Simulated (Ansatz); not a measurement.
# BH₃F (doublet): from Hartree-Fock to the top rungs at distance B1–H4 along a hydrogen transfer = 1.702 Å, cc-pVDZ

Aim: climb from Hartree-Fock through coupled cluster and multireference methods for BH₃F (doublet) at one geometry and basis, and see what each rung misses.

Method: cc-pVDZ, correlated electrons: outside noble gas; program: Ansatz 0.2.0, Gaussian basis.

The runs, in order: UHF; CCSD(T) on ROHF; CCSD(T) on UHF; BCCD(T) on ROHF; CISD; CCSDT(Q) on ROHF; CCSDT(Q) on UHF; CASSCF and MRCISD+Q, 3 electrons in 3 orbitals; CASSCF and NEVPT2, 3 electrons in 3 orbitals.

## Step 1: The geometry

The geometry derives from fragments relaxed apart (PBE0/def2-TZVP) and kept rigid, so it is no stationary point. A hydrogen atom is moved between rigid fragments.

5 atoms, charge 0, spin multiplicity 2.

Atoms are counted from 1 here; the program's logs count them from 0.

Bond lengths: B1–H2 1.193 Å, B1–H3 1.193 Å, H4–F5 0.985 Å. Angles: H2–B1–H3 120.0°.

In the tables R marks a restricted open-shell determinant and U an unrestricted one; 'pair' is the active space of 3 electrons in 3 orbitals; correlation energies count from the lowest restricted Hartree-Fock solution.

## Step 2: UHF

Input file in.yaml:

```yaml
crystal:
  periodic: [false, false, false]
  atoms:
    - {symbol: B, position_ang: [-1.570400, 0.000000, 0.000000]}
    - {symbol: H, position_ang: [-2.167133, 1.033571, 0.000000]}
    - {symbol: H, position_ang: [-2.167133, -1.033571, 0.000000]}
    - {symbol: H, position_ang: [0.131600, 0.000000, 0.000000]}
    - {symbol: F, position_ang: [1.116600, 0.000000, 0.000000]}
basis:
  gaussian: {orbitals: cc-pVDZ}
magnetization: {spin_polarized: true, initial_magnetization: 1}
hamiltonian: {xc: hf}
output: {orbitals: {seedname: orbitals}}
```

Launch:

```
$ ansatz run in.yaml --threads 1 --pin off --events-out ev --progress --plain --max-ram 2393MiB
```

After this run come: CCSD(T) on ROHF; CCSD(T) on UHF; BCCD(T) on ROHF; CISD; CCSDT(Q) on ROHF; CCSDT(Q) on UHF; CASSCF and MRCISD+Q, 3 electrons in 3 orbitals; CASSCF and NEVPT2, 3 electrons in 3 orbitals.

Q: Predict the results of all the runs planned. Wanted: correlation energy, UCCSDT(Q); RMP2 from UCCSDT(Q); UMP2 from UCCSDT(Q); RCCSD from UCCSDT(Q); RCCSD(T) from UCCSDT(Q); UCCSD(T) from UCCSDT(Q); RCCSDT(Q) from UCCSDT(Q); NEVPT2 pair from UCCSDT(Q); MRCISD+Q pair from UCCSDT(Q).

**Answer**, as computed:

| quantity | value |
| --- | --- |
| correlation energy, UCCSDT(Q) | -8.3842 eV |
| RMP2 from UCCSDT(Q) | +18.46 kcal/mol |
| UMP2 from UCCSDT(Q) | +18.56 kcal/mol |
| RCCSD from UCCSDT(Q) | +3.20 kcal/mol |
| RCCSD(T) from UCCSDT(Q) | +0.67 kcal/mol |
| UCCSD(T) from UCCSDT(Q) | +0.66 kcal/mol |
| RCCSDT(Q) from UCCSDT(Q) | +0.02 kcal/mol |
| NEVPT2 pair from UCCSDT(Q) | +18.20 kcal/mol |
| MRCISD+Q pair from UCCSDT(Q) | +1.68 kcal/mol |
| levels within 1 kcal/mol (43 meV) | RCCSD(T), UCCSD(T), BCCD(T), RCCSDT, UCCSDT, RCCSDT(Q) |
| T1 diagnostic | 0.015 |

RCCSD(T) misses by +0.67 kcal/mol, 0.3 % of the correlation energy. Of the multireference levels listed MRCISD+Q pair comes nearest (+1.68 kcal/mol). These misses are within one basis and frozen core, not against nature; frozen cores of the runs differ by up to some meV.
